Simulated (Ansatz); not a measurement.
# H4S2: the cost of one run

Method: DFT r2SCAN+D4, Gaussian basis def2-TZVPPD, and further levels as typed in the inputs, in Ansatz 0.2.0.

### 1 The starting structure

Bond lengths: S1–H2 1.329 Å, S1–H3 1.335 Å, S4–H5 1.330 Å, S4–H6 1.345 Å. Angles: H2–S1–H3 92.6°, H5–S4–H6 92.1°.

Structure file:

```xyz
6

S     0.0072    0.0017    0.0004
H     1.3325    0.0989   -0.0014
H    -0.1503    1.3275   -0.0002
S     4.0981   -0.0053    0.0035
H     4.2035   -0.9232    0.9602
H     4.1984   -0.9322   -0.9662
```

### 2 Relaxing the atoms: H4S2

Input file input.yaml:

```yaml
relax:
  f_tol: 0.0003
  max_steps: 400
crystal:
  periodic: [false, false, false]
  atoms:
    - { symbol: S, position_ang: [0.007155, 0.001746, 0.000386] }
    - { symbol: H, position_ang: [1.332546, 0.09889, -0.001419] }
    - { symbol: H, position_ang: [-0.150331, 1.327492, -0.000175] }
    - { symbol: S, position_ang: [4.098091, -0.005255, 0.003538] }
    - { symbol: H, position_ang: [4.203525, -0.923162, 0.9602] }
    - { symbol: H, position_ang: [4.198381, -0.932181, -0.966186] }
basis:
  gaussian: { orbitals: def2-TZVPPD.json }
hamiltonian:
  xc: r2scan
  dispersion: d4
accuracy: high
```

On the command line:

```
> ansatz run input.yaml --threads 4 --pin off --max-ram 10240MiB --backend cpu --events-out ev --progress --plain --runs-dir out
```

Q: Estimate wall time and peak memory on 4 threads of Arm Neoverse N1, shared host.

About 2 min, with a peak of 0.68 GiB.
